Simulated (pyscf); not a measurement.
`[O]=[B][OH]` + `[NH3]` -> `[OH2]` + `[NH2][B]=[O]`, a four-centre exchange (singlet surface; B–O, H–N broken, H–O, B–N formed). Single points on ωB97X-D3(BJ)/def2-SVP structures (PySCF, gas phase). Correlated levels are frozen-core, on RHF or UHF. ΔMP2 is the change of the MP2 total energy from the triple- to the quadruple-zeta basis. Energies in kcal/mol from the separated reactants.

Small-basis levels: PySCF, no dispersion term, spherical d functions. AM1 to PM7: differences of heats of formation from MOPAC. GFN2-xTB: tblite. Cost: rough CPU time at the saddle relative to B3LYP/6-31G*, from one job on a shared machine.

| level | barrier | reaction energy | cost |
|---|---|---|---|
| MP2/6-31G* | 22.7 | +6.8 | 0.1 |
| BP86/6-31G* | 16.4 | +8.3 | 2 |
| B3LYP/LANL2DZ | 9.4 | -2.1 | 0.8 |
| B3LYP/6-31G* | 21.9 | +8.5 | 1 |
| B3LYP/6-311+G** | 24.8 | +3.3 | 2 |
| GFN2-xTB | 30.3 | +7.7 | under 0.02 |
| AM1 | 28.7 | -8.5 | under 0.02 |
| PM6 | 11.3 | -0.6 | under 0.02 |
| PM7 | 16.5 | -4.8 | under 0.02 |
| CCSD(T)/def2-TZVPP + ΔMP2(QZVPP) | 23.6 | +4.2 | – |

Against the last row the barrier runs from -14.3 (B3LYP/LANL2DZ) to +6.7 kcal/mol (GFN2-xTB); MP2/6-31G* happens to lie closest here (0.9 kcal/mol apart). CCSD(T)/def2-TZVPP + ΔMP2(QZVPP) has limits of its own. On the reactant side the descent ends in an adduct with a B–N contact, 17.2 kcal/mol under the separated species and 38.4 kcal/mol under the saddle at ωB97X-D3(BJ)/def2-TZVP. On the product side the descent ends in a complex (not fully relaxed), 7.6 kcal/mol under the separated species and 24.5 kcal/mol under the saddle at ωB97X-D3(BJ)/def2-TZVP. What is counted as formed (B–N) is already present as a longer contact in the reactant adduct; forming that adduct is a step of its own. The products may also form a dative adduct at H₂N–B=O; it and routes through it were not searched. At ωB97X-D3(BJ) the barrier from the zero used here is 21.3 kcal/mol. The same reactants have a lower exit, to H₂N–B(OH)–OH (barrier +5.5 kcal/mol at ωB97M-D3(BJ), against +21.4 kcal/mol here). One saddle was located; it need not be the lowest between these sides. The CCSD(T) − MP2 part came from Ansatz, without density fitting, on the same reference.
